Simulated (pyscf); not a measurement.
Optimised with ωB97X-D3(BJ)/def2-SVP in PySCF. MP2 and CC: frozen core, UHF for open shells. ΔMP2 is the change of the MP2 total energy from the triple- to the quadruple-zeta basis.

SMILES: CCBN
```xyz
12

C     -1.6925    -0.3845    -1.1067
C     -0.1676    -0.5179    -1.1384
B      0.6638     0.7174    -0.5954
N      0.0436     1.8741    -0.1120
H     -2.0347     0.4722    -1.7125
H     -2.1996    -1.2804    -1.4995
H     -2.0620    -0.2285    -0.0785
H      0.1529    -1.4092    -0.5664
H      0.1796    -0.7221    -2.1690
H      1.8792     0.6883    -0.5864
H      0.5576     2.6723     0.2383
H     -0.9623     1.9913    -0.0795
```
Charge 0, spin multiplicity 1.

Question: What is the homolytic dissociation enthalpy (298 K, CCSD(T)/def2-TZVPP + ΔMP2(QZVPP)) of the B–C bond of H₃C–CH₂–BH–NH₂, to •H₂C–CH₃ + [HB–NH₂]•?

Answer: B–C to •H₂C–CH₃ + [HB–NH₂]•: 100.7 kcal/mol. The radicals are drawn with the spin at the cut bond; how far it spreads was not checked. H₃C–CH₂–BH–NH₂ lies 12.3 kcal/mol over its isomer H₃C–B(CH₃)–NH₂, and others may lie lower still (electronic energy, ωB97M-D3(BJ)). Other isomers of •H₂C–CH₃, [HB–NH₂]• were not searched in full and may lie lower. The CCSD(T) − MP2 part came from Ansatz, without density fitting, on the same reference.
